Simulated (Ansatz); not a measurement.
Energy needed to pull apart Al2H4S, closed shell, into free ground-state atoms, from the structure below (displaced at random from a GFN2-xTB minimum); no zero-point or spin–orbit terms; open-shell atoms are treated unrestricted, in their ground-state multiplicity.

```
7
angstrom
Al -1.3763 0.6844 -0.9091
Al 0.6083 0.2902 0.7316
S 1.0956 -1.7369 1.0671
H -1.9309 -0.9307 -1.5959
H -2.2309 1.9152 -1.4679
H 1.2934 1.2479 1.6535
H 2.2800 -1.6525 0.3596
```

Computed with Ansatz 0.2.0 (basis: def2-TZVPP); correlated methods freeze the cores.

```csv
method,atomization energy (kJ/mol)
PBE-D4,1624
r2SCAN-D4,?
PBE0-D4,?
r2SCAN0-D4,1636
HSE06-D4,1620
wB97M-V,1647
HF,1206
MP2,1589
CCSD,1584
CCSD(T),1604
```

Problem. What does r2SCAN-D4 give? (To be estimated.)

Solution. Computed: 1654 kJ/mol, which is about 50 kJ/mol more than CCSD(T)/def2-TZVPP.

Problem. What does PBE0-D4 give? (Judge from chemistry; the value comes from the calculation.)

Solution. Computed: 1620 kJ/mol, which is about 16 kJ/mol more than CCSD(T)/def2-TZVPP.

In triple zeta the MP2 and coupled-cluster atomization energies are still short of their basis limit by a few kcal/mol a bond, whereas those of the functionals are nearly converged, so these differences are not deviations from converged CCSD(T).

T1 diagnostic: at most 0.012.

For scale, one of the runs: CCSD(T)/def2-TZVPP forces, 182 basis functions (an equivalent command: `ansatz run in.yaml --threads 4`). The run took 60 s on 4 CPU threads (shared host), with 3 GiB of host memory at its peak.
